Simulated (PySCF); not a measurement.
Species: `[H]/N=C(/C)CC#N`. The columns A, B, C and D hold Mulliken, IAO, Hirshfeld and ESP-fitted charges (e) of one PBE0/pcSseg-1 density (PySCF), in a shuffled order. Coordinates in Å (GFN2-xTB); the density's dipole moment is (-0.36, -1.19, -3.09) D.

| atom | x | y | z | A | B | C | D |
| --- | --- | --- | --- | --- | --- | --- | --- |
| C1 | 1.483 | 0.115 | -0.075 | -0.447 | -0.198 | -0.120 | -0.576 |
| C2 | 0.082 | 0.472 | -0.446 | +0.208 | -0.086 | +0.111 | +0.732 |
| N3 | -0.154 | 1.573 | -0.991 | -0.430 | -0.309 | -0.225 | -0.794 |
| C4 | -0.963 | -0.591 | -0.105 | -0.338 | -0.154 | -0.044 | -0.595 |
| C5 | -1.070 | -0.725 | 1.323 | +0.139 | +0.049 | +0.086 | +0.481 |
| N6 | -1.137 | -0.810 | 2.461 | -0.241 | -0.239 | -0.222 | -0.493 |
| H7 | 1.806 | -0.767 | -0.628 | +0.154 | +0.130 | +0.052 | +0.148 |
| H8 | 2.145 | 0.945 | -0.303 | +0.174 | +0.142 | +0.055 | +0.171 |
| H9 | 1.537 | -0.117 | 0.988 | +0.164 | +0.152 | +0.051 | +0.166 |
| H10 | -1.125 | 1.776 | -1.217 | +0.246 | +0.159 | +0.112 | +0.372 |
| H11 | -0.660 | -1.555 | -0.524 | +0.189 | +0.182 | +0.074 | +0.203 |
| H12 | -1.943 | -0.317 | -0.509 | +0.182 | +0.171 | +0.071 | +0.185 |

Q: Which column most likely holds the ESP-fitted charges?

A: D. Σ q r misses the density's dipole by 0.02 D (D), 0.90 D (A), 1.28 D (C), 1.79 D (B). Charges fitted to the outside potential are the only set here that is tied to the molecule's multipoles.

Q: And the Hirshfeld charges?

A: C. The mean sizes are 0.102 e (C), 0.164 e (B), 0.243 e (A), 0.410 e (D), and Hirshfeld charges are commonly the smallest of these schemes.

As computed, A = IAO, B = Mulliken, C = Hirshfeld, D = ESP-fitted. Hydrogens on carbon: IAO +0.15 to +0.19, Mulliken +0.13 to +0.18, Hirshfeld +0.05 to +0.07, ESP-fitted +0.15 to +0.20 e.

The IAO scheme projects the occupied orbitals on a minimal set of polarised atomic orbitals and counts the electrons in each atom's part of it. The ESP scheme is a least-squares fit of atom-centred charges to the potential on four shells outside the van der Waals surface, with the total charge fixed.

Geometry: GFN2-xTB, one conformer, isolated molecule.

Conformer computed: `[H]/[N:3]=[C:2](/[CH3:1])[CH2:4][C:5]#[N:6]`: C1–C2–C4–C5 66°.
